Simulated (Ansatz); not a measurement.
# CH3FO: up Jacob's ladder to CCSD(T)

How much do the methods differ for CH3FO? The plan is to run it at one geometry with functionals of several rungs and with coupled cluster, and see how far each lands from CCSD(T) at the basis-set limit for the atomisation energy.

Method: functionals in def2-TZVPP, the program's frozen cores in correlated methods; program: Ansatz 0.2.0, Gaussian basis.

The runs, in order: LDA (SPW92), PBE-D4, revPBE-D4, BLYP-D4, r2SCAN-D4, B97M-V, PBE0-D4, B3LYP-D4, r2SCANh-D4, r2SCAN0-D4, HSE06-D4, BHLYP-D4, CAM-B3LYP-D4, LC-ωPBE, ωB97X-V, ωB97M-V, B2PLYP, PBE-QIDH; CCSD(T)/def2-SVP; CCSD(T)/def2-TZVPP; MP2/def2-QZVPP; extrapolation to the limit; RPA on PBE.

## (1) The geometry

All runs share one geometry, relaxed beforehand with PBE0-D4 in a triple-zeta def2 set.

6 atoms, charge 0, spin multiplicity 1.

Atoms are counted from 1 here; the program's logs count them from 0.

Bond lengths: O1–C2 1.370 Å, O1–H4 0.962 Å, C2–F3 1.381 Å, C2–H5 1.096 Å, C2–H6 1.091 Å. Angles: C2–O1–H4 109.3°, O1–C2–F3 111.1°, O1–C2–H5 112.9°, O1–C2–H6 107.4°, F3–C2–H5 106.3°, F3–C2–H6 107.8°, H5–C2–H6 111.3°.

## (2) LDA

This LDA is Slater exchange with PW92 correlation.

Input file in.yaml:

```yaml
crystal:
  periodic: [false, false, false]
  atoms:
    - {symbol: O, position_ang: [-0.794015, -0.697182, -0.247427]}
    - {symbol: C, position_ang: [0.250179, 0.049047, 0.230771]}
    - {symbol: F, position_ang: [-0.094133, 1.383180, 0.323817]}
    - {symbol: H, position_ang: [-0.928749, -0.495103, -1.178017]}
    - {symbol: H, position_ang: [1.136763, 0.004867, -0.412547]}
    - {symbol: H, position_ang: [0.472055, -0.308811, 1.237302]}
basis:
  gaussian: {orbitals: def2-TZVPP}
hamiltonian: {xc: lda}
output: {orbitals: {seedname: orbitals}}
```

After this run come: PBE-D4 (GGA); revPBE-D4 (GGA); BLYP-D4 (GGA); r2SCAN-D4 (meta-GGA); B97M-V (meta-GGA); PBE0-D4 (hybrid); B3LYP-D4 (hybrid); r2SCANh-D4 (hybrid); r2SCAN0-D4 (hybrid); HSE06-D4 (hybrid); BHLYP-D4 (hybrid); CAM-B3LYP-D4 (range-separated); LC-ωPBE-D4 (range-separated); ωB97X-V (range-separated); ωB97M-V (range-separated); B2PLYP (double hybrid); PBE-QIDH (double hybrid); CCSD(T) in def2-SVP; CCSD(T) in def2-TZVPP; MP2 in def2-QZVPP; RPA on PBE orbitals.

Before running them: what should the planned runs give, taken together? Wanted: atomisation energy, CCSD(T)/CBS; farthest beyond LDA; mean size of error, GGA; mean size of error, meta-GGA; mean size of error, hybrid; mean size of error, range-separated; mean size of error, double hybrid; gap, smallest and largest; T1 diagnostic.

**Answer**, as computed:

```
                               quantity                                                                           value
        atomisation energy, CCSD(T)/CBS                                                                   2220.1 kJ/mol
 functionals within 11.1 kJ/mol (0.5 %)  BLYP-D4, r2SCAN-D4, PBE0-D4, HSE06-D4, CAM-B3LYP-D4, LC-ωPBE, ωB97X-V, ωB97M-V
                    farthest beyond LDA                                                        BHLYP-D4 (-110.1 kJ/mol)
                mean size of error, GGA                                                                     25.3 kJ/mol
           mean size of error, meta-GGA                                                                      9.9 kJ/mol
             mean size of error, hybrid                                                                     37.4 kJ/mol
    mean size of error, range-separated                                                                      4.2 kJ/mol
      mean size of error, double hybrid                                                                     29.5 kJ/mol
              gap, smallest and largest                                           7.32 eV (BLYP-D4), 15.11 eV (LC-ωPBE)
                          T1 diagnostic                                                                          0.0111
triples share of the correlation energy                                                                           3.1 %
```

LDA overbinds by 384.5 kJ/mol (17 %). PBE-D4 is off by +58.9 kJ/mol. Double hybrids carry the basis error of their MP2 part in triple zeta, and no dispersion term here, so their miss is partly the set-up's. The rungs range-separated, meta-GGA miss on average by less than the doubt on the reference (11.1 kJ/mol), so they tie. The reference freezes the cores and leaves out relativity and excitations past (T), so misses under about 11.1 kJ/mol can't be ranked. Hartree-Fock recovers 69 % of the binding; the rest is correlation. CCSD(T) in def2-SVP is off by -129.7 kJ/mol, which most functionals beat. The gap grows from 7.3 to 15.1 eV across the functionals, mostly with the share of exact exchange.
